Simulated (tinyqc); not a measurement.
Worked calculation (part 2 of 2): RHF in the sto-3g basis, for H3O+, spin multiplicity 1. Computed by tinyqc, a small Python program that keeps every step (integrals from PySCF). Command: `OMP_NUM_THREADS=1 python tinyqc.py 20423 20424 out.jsonl` (the two numbers bound the seeds that draw the settings). One thread of a shared host (Intel(R) Xeon(R) Processor @ 2.60GHz), about 0.07 s of CPU time with the checks.

Geometry (angstrom):
```
atom        x        y       z
O      0.0000   0.0000  0.1800
H      1.0490   0.0000  0.0000
H     -0.5240   0.9080  0.0000
H     -0.5240  -0.9080  0.0000
```

## Iteration 2: building the Fock matrix

D after iteration 1, lower triangle:
```
          1O 1s    1O 2s   1O 2px   1O 2py  1O 2pz    2H 1s   3H 1s   4H 1s
1O 1s    2.1319
1O 2s   -0.5809   2.5507
1O 2px  -0.0002   0.0013   2.2525
1O 2py   0.0000   0.0000   0.0000   2.1831
1O 2pz   0.0126  -0.0731  -0.0003   0.0000  2.0119
2H 1s    0.0462  -0.1959  -0.2856   0.0000  0.0394   0.0518
3H 1s    0.0460  -0.1958   0.1406  -0.1695  0.0387  -0.0022  0.0375
4H 1s    0.0460  -0.1958   0.1406   0.1695  0.0387  -0.0022  0.0112  0.0375
```

core Hamiltonian H = T + V (hartree), lower triangle:
```
           1O 1s    1O 2s   1O 2px   1O 2py   1O 2pz    2H 1s    3H 1s    4H 1s
1O 1s   -33.1074
1O 2s    -7.7043  -9.7261
1O 2px    0.0000   0.0001  -7.9763
1O 2py    0.0000   0.0000   0.0000  -7.9765
1O 2pz    0.0064   0.0774   0.0000   0.0000  -7.8425
2H 1s    -1.3716  -3.2530  -2.3293   0.0000   0.4193  -4.9314
3H 1s    -1.3737  -3.2566   1.1652  -2.0191   0.4199  -1.0424  -4.9335
4H 1s    -1.3737  -3.2566   1.1652   2.0191   0.4199  -1.0424  -1.0430  -4.9335
```

nuclear repulsion = 12.811505 hartree

Given earlier and not repeated: Two-electron integrals (ij|kl) in chemists' order.

J_ij = sum D_kl (ij|kl), K_ij = sum D_kl (ik|jl); F = H + J - 0.5 K; E = tr D H + tr D J / 2 - 0.25 tr D K + E_nn.

Coulomb J (hartree), lower triangle:
```
          1O 1s    1O 2s   1O 2px   1O 2py   1O 2pz   2H 1s   3H 1s   4H 1s
1O 1s   18.7366
1O 2s    3.5770   8.8699
1O 2px  -0.0004  -0.0031   8.8612
1O 2py   0.0000   0.0000   0.0000   8.8601
1O 2pz  -0.0012   0.0003   0.0001   0.0000   8.8650
2H 1s    0.6352   2.8900   2.2164   0.0000  -0.3800  4.6935
3H 1s    0.6362   2.8950  -1.1110   1.9236  -0.3809  0.9114  4.7026
4H 1s    0.6362   2.8950  -1.1110  -1.9236  -0.3809  0.9114  0.9124  4.7026
```

exchange K (hartree), lower triangle:
```
          1O 1s    1O 2s   1O 2px   1O 2py   1O 2pz   2H 1s   3H 1s   4H 1s
1O 1s    9.8541
1O 2s    1.7228   2.8898
1O 2px  -0.0003  -0.0027   2.3835
1O 2py   0.0000   0.0000   0.0000   2.3812
1O 2pz  -0.0005  -0.0040   0.0002   0.0000   2.3758
2H 1s    0.3229   0.8513   0.5017   0.0000  -0.0868  0.4090
3H 1s    0.3237   0.8574  -0.2542   0.4577  -0.0876  0.2118  0.4277
4H 1s    0.3237   0.8574  -0.2542  -0.4577  -0.0876  0.2118  0.2055  0.4277
```

Fock matrix F (hartree), lower triangle:
```
           1O 1s    1O 2s   1O 2px   1O 2py   1O 2pz    2H 1s    3H 1s    4H 1s
1O 1s   -19.2979
1O 2s    -4.9887  -2.3011
1O 2px   -0.0002  -0.0016  -0.3068
1O 2py    0.0000   0.0000   0.0000  -0.3070
1O 2pz    0.0054   0.0797   0.0000   0.0000  -0.1654
2H 1s    -0.8979  -0.7887  -0.3637   0.0000   0.0827  -0.4423
3H 1s    -0.8994  -0.7903   0.1813  -0.3243   0.0828  -0.2369  -0.4447
4H 1s    -0.8994  -0.7903   0.1813   0.3243   0.0828  -0.2369  -0.2334  -0.4447
```

total energy of this density = -73.739503 hartree

## Iteration 2: diagonalisation and new density

X, lower triangle:
```
          1O 1s    1O 2s   1O 2px   1O 2py  1O 2pz    2H 1s    3H 1s   4H 1s
1O 1s    1.0246
1O 2s   -0.1451   1.2430
1O 2px   0.0000  -0.0001   1.0945
1O 2py   0.0000   0.0000   0.0000   1.0947
1O 2pz   0.0032  -0.0318   0.0000   0.0000  1.0046
2H 1s    0.0188  -0.2281  -0.2315   0.0000  0.0329   1.1478
3H 1s    0.0189  -0.2284   0.1158  -0.2007  0.0330  -0.0527   1.1481
4H 1s    0.0189  -0.2284   0.1158   0.2007  0.0330  -0.0527  -0.0527  1.1481
```

Diagonalise F' = X^T F X, C = X C', fill 5 alpha and 5 beta electrons from the bottom; D = 2 C_occ C_occ^T. Each column has its largest component positive (the first on a tie).

F' = X^T F X (hartree), lower triangle:
```
          1        2        3        4        5        6        7        8
1  -18.9157
2   -2.6590  -1.1423
3    0.0000  -0.0024  -0.1078
4    0.0000   0.0000   0.0000  -0.0998
5    0.0088   0.0252   0.0001   0.0000  -0.1556
6   -0.1174  -0.3567  -0.3717   0.0000   0.0597  -0.0834
7   -0.1178  -0.3594   0.1862  -0.3341   0.0600  -0.0652  -0.0812
8   -0.1178  -0.3594   0.1862   0.3341   0.0600  -0.0652  -0.0644  -0.0812
```

orbital energies (hartree): MO1 -19.3095, MO2 -1.1313, MO3 -0.5326, MO4 -0.5202, MO5 -0.1665, MO6 0.1819, MO7 0.3953, MO8 0.4159

coefficients C:
```
            MO1      MO2      MO3      MO4      MO5      MO6      MO7      MO8
1O 1s    0.9930  -0.2361   0.0000   0.0003  -0.0520  -0.1655   0.0025   0.0000
1O 2s    0.0311   0.8378   0.0000  -0.0013   0.2538   0.9777  -0.0147   0.0000
1O 2px   0.0000   0.0018   0.0000   0.6210   0.0009   0.0128   0.9448   0.0000
1O 2py   0.0000   0.0000   0.6155   0.0000   0.0000   0.0000   0.0000   0.9487
1O 2pz  -0.0013  -0.0738   0.0000   0.0003   0.9632  -0.2834   0.0029   0.0000
2H 1s   -0.0054   0.1300   0.0000   0.4865  -0.0969  -0.6354  -0.8736   0.0000
3H 1s   -0.0053   0.1308   0.4255  -0.2430  -0.0955  -0.6185   0.4493  -0.7617
4H 1s   -0.0053   0.1308  -0.4255  -0.2430  -0.0955  -0.6185   0.4493   0.7617
```

D after iteration 2, lower triangle:
```
          1O 1s   1O 2s   1O 2px   1O 2py   1O 2pz    2H 1s    3H 1s   4H 1s
1O 1s    2.0890
1O 2s   -0.3602  1.5347
1O 2px  -0.0005  0.0019   0.7712
1O 2py   0.0000  0.0000   0.0000   0.7576
1O 2pz  -0.0678  0.3651   0.0018   0.0000   1.8663
2H 1s   -0.0616  0.1670   0.6045   0.0000  -0.2056   0.5260
3H 1s   -0.0626  0.1709  -0.3015   0.5238  -0.2034  -0.1839   0.5327
4H 1s   -0.0626  0.1709  -0.3015  -0.5238  -0.2034  -0.1839  -0.1916  0.5327
```

## Iteration 9 (converged): orbitals

converged F (hartree), lower triangle:
```
           1O 1s    1O 2s   1O 2px   1O 2py   1O 2pz    2H 1s    3H 1s    4H 1s
1O 1s   -20.7989
1O 2s    -5.2942  -2.9124
1O 2px    0.0000   0.0001  -0.8203
1O 2py    0.0000   0.0000   0.0000  -0.8206
1O 2pz    0.0115   0.0496   0.0000   0.0000  -0.8560
2H 1s    -0.9500  -1.0320  -0.5963   0.0000   0.1247  -0.7583
3H 1s    -0.9514  -1.0331   0.2983  -0.5168   0.1249  -0.2939  -0.7590
4H 1s    -0.9514  -1.0331   0.2983   0.5168   0.1249  -0.2939  -0.2941  -0.7590
```

As before.

F' = X^T F X (hartree), lower triangle:
```
          1        2        3        4        5        6        7        8
1  -20.4160
2   -2.7205  -1.6687
3    0.0000  -0.0001  -0.5667
4    0.0000   0.0000   0.0000  -0.5666
5    0.0198  -0.0226   0.0000   0.0000  -0.8428
6   -0.1181  -0.4426  -0.4945   0.0000   0.0825  -0.2994
7   -0.1185  -0.4432   0.2473  -0.4286   0.0826  -0.0609  -0.2992
8   -0.1185  -0.4432   0.2473   0.4286   0.0826  -0.0609  -0.0610  -0.2992
```

orbital energies (hartree): MO1 -20.8075, MO2 -1.7013, MO3 -1.0304, MO4 -1.0301, MO5 -0.8615, MO6 0.0216, MO7 0.2251, MO8 0.2256

coefficients C:
```
            MO1      MO2      MO3      MO4      MO5      MO6      MO7      MO8
1O 1s    0.9942  -0.2410   0.0000  -0.0001  -0.0345  -0.1556  -0.0002   0.0000
1O 2s    0.0260   0.8868   0.0000   0.0003   0.1704   0.9526   0.0017   0.0000
1O 2px   0.0000  -0.0001   0.0000   0.6970  -0.0001   0.0011  -0.8903   0.0000
1O 2py   0.0000   0.0000   0.6969   0.0000   0.0000   0.0000   0.0000   0.8906
1O 2pz  -0.0014  -0.0569   0.0000   0.0001   0.9804  -0.2216  -0.0004   0.0000
2H 1s   -0.0044   0.1003   0.0000   0.4118  -0.0612  -0.6350   0.9183   0.0000
3H 1s   -0.0044   0.1004   0.3566  -0.2058  -0.0611  -0.6336  -0.4605  -0.7963
4H 1s   -0.0044   0.1004  -0.3566  -0.2058  -0.0611  -0.6336  -0.4605   0.7963
```

D after iteration 9, lower triangle:
```
          1O 1s   1O 2s   1O 2px   1O 2py   1O 2pz    2H 1s    3H 1s   4H 1s
1O 1s    2.0953
1O 2s   -0.3875  1.6321
1O 2px   0.0000  0.0002   0.9715
1O 2py   0.0000  0.0000   0.0000   0.9712
1O 2pz  -0.0430  0.2330  -0.0001   0.0000   1.9287
2H 1s   -0.0530  0.1570   0.5740   0.0000  -0.1313   0.3668
3H 1s   -0.0530  0.1569  -0.2869   0.4970  -0.1314  -0.1419   0.3667
4H 1s   -0.0530  0.1569  -0.2869  -0.4970  -0.1314  -0.1419  -0.1419  0.3667
```

## Convergence

Stop when the energy changes by less than 1e-08 hartree and every element of the error matrix X^T (F D S - S D F) X is below 3e-05.

Course of the cycle:
```
iteration  E (hartree)     change  largest element of the error matrix
1           -24.214262          -                             2.06e-01
2           -73.739503  -4.95e+01                             7.14e-01
3           -75.251636  -1.51e+00                             2.14e-01
4           -75.308931  -5.73e-02                             5.03e-02
5           -75.312209  -3.28e-03                             4.52e-03
6           -75.312285  -7.60e-05                             6.87e-04
7           -75.312287  -1.47e-06                             6.97e-05
8           -75.312287  -1.38e-08                             1.06e-05
9           -75.312287  -2.88e-10                             8.74e-07
```

PySCF RHF in the same basis = -75.312287 hartree

Converged in 9 iterations.

## Populations, bond orders and dipole

overlap S, lower triangle:
```
         1O 1s   1O 2s   1O 2px   1O 2py   1O 2pz   2H 1s   3H 1s   4H 1s
1O 1s   1.0000
1O 2s   0.2367  1.0000
1O 2px  0.0000  0.0000   1.0000
1O 2py  0.0000  0.0000   0.0000   1.0000
1O 2pz  0.0000  0.0000   0.0000   0.0000   1.0000
2H 1s   0.0418  0.4073   0.3491   0.0000  -0.0599  1.0000
3H 1s   0.0419  0.4077  -0.1746   0.3026  -0.0600  0.1600  1.0000
4H 1s   0.0419  0.4077  -0.1746  -0.3026  -0.0600  0.1600  0.1601  1.0000
```

Mulliken: Z minus the diagonal of D S on the atom; Loewdin: the same with S^(1/2) D S^(1/2); Mayer order: 2 sum_s sum (D(s) S)_ij (D(s) S)_ji over the two atoms.

Charges (e):
```
atom  Mulliken  Loewdin
1O     -0.2257  -0.0029
2H      0.4086   0.3344
3H      0.4086   0.3343
4H      0.4086   0.3343
```

Mayer bond orders:
```
pair   order
2-1   0.7958
3-1   0.7958
3-2   0.0186
4-1   0.7958
4-2   0.0186
4-3   0.0186
```

dipole moment about the origin, x y z (debye): 0.0023  0.0000  -0.5139
